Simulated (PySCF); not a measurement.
water (H₂O), SMILES O.

The structure is a stationary point at B3LYP-D3(BJ)/def2-TZVPD.

The numbers are results of PBE/def2-TZVPD in PySCF, not measurements.

Gas-phase values at a fixed geometry.

Estimate the frontier levels, gap, dipole moment and polarisability. (An estimate is asked for; the answer gives what the named calculation found.)


The highest occupied level is -7.23 eV and the lowest empty level comes out as -0.64 eV. The orbital gap is 6.58 eV and the dipole moment comes out as 0.373 e·Å. The quadrupole, principal values (traceless, Buckingham form, about the centre of nuclear charge) is -2.43, -0.31, 2.73 D·Å and the mean static polarisability is 10.4 bohr³ (1.54 Å³). The polarisability, principal values comes out as 10.2, 10.3, 10.6 bohr³.
